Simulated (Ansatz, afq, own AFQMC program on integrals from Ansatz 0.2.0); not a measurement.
## GeH2⁺, quartet: AFQMC among the cluster methods

```xyz
3

Ge    0.0000   -0.0208    0.0000
H     0.0000    0.7490   -1.3344
H     0.0000    0.7490    1.3344
```

Basis aug-cc-pVDZ. Only valence electrons are correlated. Integrals, coupled cluster, full CI and functionals: Ansatz 0.2.0; the random walks run on the same integrals in our own AFQMC program. ph-AFQMC/CISD is guided by a CISD state made of CCSD amplitudes; releasing the constraint for a short imaginary time cuts its bias at the price of noise, slowly where states lie close. Error bars are statistical, one sigma. No spin–orbit coupling.

Determinant: UHF, the one that the program's search chose, which needn't be the lowest solution. The geometry is a PBE0/def2-TZVP stationary point of this or a neighbouring charge and spin state.

Full CI on the same integrals is exact in this basis and with this determinant's frozen core.

Cautions: no relativity below Rb; no spin-orbit coupling; inner d shell frozen; another spin lies lower (by 4.41 eV).

```
T1 diagnostic                               : 0.0241
weight of the determinant in the CISD state : 0.934
⟨S²⟩ of the determinant                     : 3.782
size of the correlated space                : 5 electrons in 40 orbitals
```

```tsv
level	correlation energy (eV)
MP2	-1.3709
CCSD	-1.9122
CCSD(T)	-1.9593
```

**Question.** Estimate where AFQMC with the constraint released lies against CCSD(T) on the same integrals.

**Answer.** 1.6 ± 0.06 kJ/mol below CCSD(T).

Reference: full CI, correlation energy -1.977 eV. The released energy is read at 2.40 1/Eh (meV from the phaseless value at times in 1/Eh: -2.0 ± 0.9 at 0.24, -3.3 ± 0.7 at 0.51, -5.0 ± 0.6 at 0.99, -5.9 ± 0.6 at 1.62, -7.3 ± 0.6 at 2.40).

```tsv
level	E − E(reference) (kJ/mol)	share of correlation (%)
CCSD(T)	1.7	99.10
CCSDT	0.2	99.89
CCSDT(Q)	0.1	99.97
CCSDTQ	0.0	100.00
ph-AFQMC/CISD	0.8 ± 0.09	99.58
released AFQMC	0.1 ± 0.06	99.95
```

CCSDT and higher add their correlation energy to the determinant of the CCSD(T) run, since their own runs factorise the integrals more tightly (a shift of under 2 meV). A walk keeps the symmetry of its determinant, which the program's search chose and which needn't be the lowest solution, so a lower state of the same spin and another symmetry isn't excluded. Released energies are given only where the last usable release times agree within the noise; a slower fall can still hide under it.
